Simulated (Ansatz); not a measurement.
`N#CCC1CO1`. The species carries charge 0 and has multiplicity 1. The geometry is a stationary point of PBE0-D4/def2-TZVP. It is one conformer, not always the lowest.

```xyz
11

N     1.449   -2.029    1.602
C     1.274   -1.069    0.995
C     1.022    0.143    0.234
C    -0.448    0.487    0.206
C    -1.302    0.052   -0.889
O    -0.832    1.392   -0.806
H     1.591    0.965    0.679
H     1.386    0.010   -0.789
H    -0.899    0.667    1.180
H    -0.874   -0.541   -1.693
H    -2.367   -0.077   -0.720
```

(1) What is the dipole moment at PBE/def2-TZVPP? (An estimate is asked.)

(2) And with r2SCAN, B3LYP, ωB97M-V? (Estimate.)

(3) Give the Mulliken charges with PBE, ωB97M-V, r2SCAN in def2-TZVPP. (Estimate.)

Results:

(1) The calculation gave: 2.38 D, with components (-0.88, 1.66, -1.46) D in this frame, pointing from negative to positive charge.

(2) Ansatz gave: r2SCAN 2.42 D, B3LYP 2.29 D, ωB97M-V 2.27 D.

(3) The calculation gave: 
```tsv
atom	PBE	ωB97M-V	r2SCAN
N1	0.08	-0.02	-0.05
C2	-0.37	-0.22	-0.26
C3	0.06	-0.06	0.13
C4	0.06	0.07	0.13
C5	-0.01	0.00	0.07
O6	-0.27	-0.32	-0.34
H7	0.10	0.13	0.07
H8	0.10	0.12	0.07
H9	0.10	0.12	0.07
H10	0.07	0.09	0.04
H11	0.08	0.10	0.05
```

B3LYP here is the variant with VWN-RPA as its local correlation; programs differ in this.
